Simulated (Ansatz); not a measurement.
The same path of H2S + H4OSi (9 atoms, charge 0, multiplicity 1) was run 3 times with different band settings. Lost on the way: Si1–O2, S7–H9. Made: Si1–S7, O2–H9.

The calculation used Ansatz 0.2.0, RKS B3LYP/def2-SVP.

Relaxed end points:

```xyz
9
Properties=species:S:1:pos:R:3
Si -0.281 0.449 -0.127
O -0.147 -0.080 1.462
H -0.955 -0.106 1.988
H 1.105 0.543 -0.646
H -0.943 1.788 -0.184
H -1.080 -0.500 -0.959
S 1.898 -2.924 1.575
H 0.814 -3.716 1.415
H 1.136 -1.812 1.731
```

```xyz
9
Properties=species:S:1:pos:R:3
Si 0.483 -0.249 -0.525
O -0.488 -1.177 2.571
H -1.385 -1.100 2.215
H 0.950 0.133 -1.887
H 0.755 0.887 0.408
H -0.997 -0.453 -0.566
S 1.555 -2.033 0.008
H 0.931 -2.095 1.214
H -0.257 -0.269 2.815
```

Common settings: spring 5.0 eV/Å²; optimiser quadratic models (default); force threshold 0.05 eV/Å; iteration limit 60; end points relaxed.

| run | movable images | climbing image | start path |
| --- | --- | --- | --- |
| 1 | 7 | yes | through a guess of the saddle point |
| 2 | 7 | yes | straight line |
| 3 | 8 | no | through a guess of the saddle point |

Problem. What does each run give, and how far can it be trusted?

Solution. Run 1: converged after 43 iterations, highest image 1.366 eV above the first end. A structure lower than the first end lies on the path between it and the top, so the climb from that side starts below the end, which may itself be a saddle point or a shallow side well. Neighbouring images differ by up to 1.4 eV, so the band resolves the path poorly. A vibrational analysis at the climbing image gives one clearly imaginary mode, 258i cm⁻¹: a first-order saddle point.
Run 2: converged after 26 iterations, highest image 1.366 eV above the first end. Another band between the same ends (7 images) ends at a top of the same energy, where a vibrational analysis finds 1 clearly imaginary mode.
Run 3: not converged after 60 iterations, highest image 1.275 eV above the first end. The band didn't meet its force threshold, so its energies are provisional: the largest band force was still 0.10 eV/Å, and over the last iterations the top moved between 1.25 and 1.28 eV.
The orbitals stay closed-shell, which can raise the energy where a bond breaks towards radicals; this wasn't checked here.
